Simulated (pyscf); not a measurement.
PySCF, gas phase, ωB97X-D3(BJ)/def2-SVP geometries.

For the elementary gas-phase step H₂O + [O=SnH]• -> HO–SnH•–OH (doublet surface; H–O broken, O–Sn, H–O formed), what barrier and reaction energy does r²SCAN/def2-TZVP give, measured from the separated reactants?

ΔE‡ = -15.0 kcal/mol, ΔE = -48.6 kcal/mol. CCSD(T)/def2-TZVPP + ΔMP2(QZVPP) gives -8.2 kcal/mol and -48.7 kcal/mol. Zero-point energy shifts the barrier by +0.4 kcal/mol. It is an addition across a multiple bond or ene-type step, with an imaginary mode of 1357i cm⁻¹. On the reactant side the descent ends in an adduct with a O–Sn contact, 15.4 kcal/mol under the separated species and 4.6 kcal/mol under the saddle at ωB97X-D3(BJ)/def2-TZVP. At r²SCAN the saddle lies under the separated reactants, which points to a path from their complex (located at ωB97X-D3(BJ) alone). What is counted as formed (O–Sn) is already present as a longer contact in the reactant adduct; forming that adduct is a step of its own. At ωB97X-D3(BJ) the barrier from the zero used here is -10.8 kcal/mol. This is the saddle that the search found; another between the same sides may lie lower. The CCSD(T) − MP2 part came from Ansatz, without density fitting, on the same reference. An open-shell T1 diagnostic exceeds 0.045. The frozen core leaves the outer d or s,p core shells of the metals and heavy elements correlated in the MP2 and CC values, and def2-TZVPP describes them poorly, which can shift differences by a few kcal/mol. Elements past Kr carry the def2 core potentials, without spin-orbit coupling.
